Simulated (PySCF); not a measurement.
Gas-phase reaction: 2 H2SiO + O = H3SiOH + SiO2

Energies from PySCF, thermal terms from the rigid-rotor harmonic-oscillator model, ideal gas at 1 bar. † marks an energy on the PBE0/def2-TZVP geometry and frequencies; other levels use their own. MP2 freezes the core. Open shells (unrestricted): O (multiplicity 3, electronic degeneracy 9); the rest are closed-shell singlets. Spin-orbit splitting is ignored; it lowers the true energy and changes the entropy of O. B3LYP is the form with VWN-RPA correlation. H2SiO, H3SiOH: computed as isolated molecules; such fragments, hydroxides, amides, oligomers or adducts are transient or little studied in the gas. MP2 isn't extrapolated to the basis-set limit; its ΔH°(298 K) is -586.4 kJ in def2-SVP and -635.9 kJ in def2-TZVPP. The harmonic model lacks anharmonicity and excited electronic states, which grow with temperature; levels with a mode under 35 cm⁻¹ are left out. Internal rotation in H3SiOH is treated as a harmonic vibration of one conformer, which makes the entropy rough.

```json
[
 {"level": "B3LYP/def2-TZVP†", "ΔE electronic, kJ": "-604", "ΔH°(298 K), kJ": "-585", "ΔS°(298 K), J/K": "-143", "ΔG°(1600 K), kJ": "-358"},
 {"level": "MP2/def2-SVP†", "ΔE electronic, kJ": "-605", "ΔH°(298 K), kJ": "-586", "ΔS°(298 K), J/K": "-143", "ΔG°(1600 K), kJ": "-359"},
 {"level": "MP2/def2-TZVPP†", "ΔE electronic, kJ": "-655", "ΔH°(298 K), kJ": "-636", "ΔS°(298 K), J/K": "-143", "ΔG°(1600 K), kJ": "-409"},
 {"level": "PBE/def2-SVP", "ΔE electronic, kJ": "-633", "ΔH°(298 K), kJ": "-615", "ΔS°(298 K), J/K": "-143", "ΔG°(1600 K), kJ": "-387"},
 {"level": "r2SCAN/def2-TZVP†", "ΔE electronic, kJ": "-627", "ΔH°(298 K), kJ": "-609", "ΔS°(298 K), J/K": "-143", "ΔG°(1600 K), kJ": "-382"},
 {"level": "LDA/def2-TZVP†", "ΔE electronic, kJ": "-746", "ΔH°(298 K), kJ": "-727", "ΔS°(298 K), J/K": "-143", "ΔG°(1600 K), kJ": "-500"},
 {"level": "ωB97X-V/def2-TZVP†", "ΔE electronic, kJ": "-616", "ΔH°(298 K), kJ": "-597", "ΔS°(298 K), J/K": "-143", "ΔG°(1600 K), kJ": "-370"}
]
```
ΔH° is lowest at LDA/def2-TZVP† and highest at B3LYP/def2-TZVP†. No reference value is set beside these.
